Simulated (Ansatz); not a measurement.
**What a trial cell of Zr2P3 relaxes into**

Method: DFT PBE, scalar-relativistic, plane waves, PAW in Ansatz 0.2.0. Cutoff 420 eV, Γ-centred k mesh, Gaussian smearing, no spin polarisation in the final step.

A relaxed cell is given with its space group left out.

```yaml
crystal:
  lattice:
    - [4.62170, 0.00000, 0.00000]
    - [-2.31085, 4.00251, 0.00000]
    - [0.00000, 0.00000, 5.22767]
  atoms:
    - { symbol: Zr, position: [0.33333, 0.66667, 0.22672] }
    - { symbol: Zr, position: [0.66667, 0.33333, 0.77328] }
    - { symbol: P, position: [0.00000, 0.00000, 0.00000] }
    - { symbol: P, position: [0.33333, 0.66667, 0.72547] }
    - { symbol: P, position: [0.66667, 0.33333, 0.27453] }
```

The zero of energy is the elements' standard structures at the same level; no fitted shifts are applied.

(1) What space group does it have?

(2) How far does it lie from the elements in energy?

(3) Is it a metal?

## Answers

(1) P-3m1 (No. 164). Conventional cell: a = 4.622 Å, c = 5.228 Å. Zr has 5 P at 2.61–2.68 Å and 3 P at 2.92 Å; P on Wyckoff site a (1 atom of the primitive cell) is coordinated by 6 Zr at 2.92 Å and 6 P at 3.03 Å; around P on Wyckoff site d (2 atoms of the primitive cell) lie 5 Zr at 2.61–2.68 Å and 3 P at 3.03 Å.

(2) -0.73 eV/atom.

(3) Yes, bands cross the Fermi level on the 12×12×8 mesh.

The final run used a 12×12×8 mesh on its 5-atom cell and 0.10 eV smearing. The k mesh leaves about 4 meV/atom of noise in metals. The cell came from a trial start, so Zr2P3 may not exist in this structure.

Cost: 3 runs of about 2.2 core-minutes in all, on Arm Neoverse V2 (shared hosts).